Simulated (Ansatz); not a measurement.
Geometry optimisation, RKS PBE0-D4/def2-SVPD (Ansatz 0.2.0).

Input:

```yaml
crystal:
  periodic: [false, false, false]
  atoms:
    - { symbol: O, position_ang: [-0.0324, 0.2583, -1.2388] }
    - { symbol: H, position_ang: [0.8087, 0.0153, -1.6684] }
    - { symbol: H, position_ang: [0.0069, 0.1136, -0.1402] }
    - { symbol: H, position_ang: [-0.7808, -0.2045, -1.6557] }
    - { symbol: O, position_ang: [0.0325, -0.0283, 1.1994] }
    - { symbol: H, position_ang: [-0.3822, 0.6191, 1.7831] }
    - { symbol: H, position_ang: [0.3472, -0.7736, 1.7207] }
total_charge: 1
basis:
  gaussian: { orbitals: def2-SVPD }
hamiltonian:
  xc: pbe0
  dispersion: d4
relax:
  f_tol: 0.02
  max_steps: 40
scf:
  lower_state_search: "off"
```

Run as:

```bash
$ ansatz run input.yaml --threads 1 --pin off --max-ram 2048MiB --backend cpu --events-out ev --progress --plain --runs-dir out
```

Task: Where does it end, and by what steps?

Result: The forces met the threshold. Limits of this set-up: the dipole of an ion depends on the origin. After 5 steps the energy has fallen by 0.049 eV; H6 moved furthest, 0.20 Å.

```tsv
step	energy less start (eV)	largest force component (eV/Å)	accepted
0	0.0000	0.430	yes
1	0.0186	1.438	no
2	-0.0174	0.447	yes
3	-0.0471	0.211	yes
4	-0.0491	0.031	yes
5	-0.0493	0.009	yes
```

```xyz
7
Properties=species:S:1:pos:R:3
O -0.024 0.143 -1.187
H 0.797 0.191 -1.695
H -0.024 0.016 -0.002
H -0.742 -0.228 -1.719
O -0.106 -0.067 1.186
H -0.215 0.724 1.731
H 0.315 -0.780 1.685
```

Whether the end is a true minimum wasn't checked by a vibrational analysis.

The run took 5.2 s on 1 thread of Arm Neoverse V2 (shared host), peak memory 0.12 GiB.
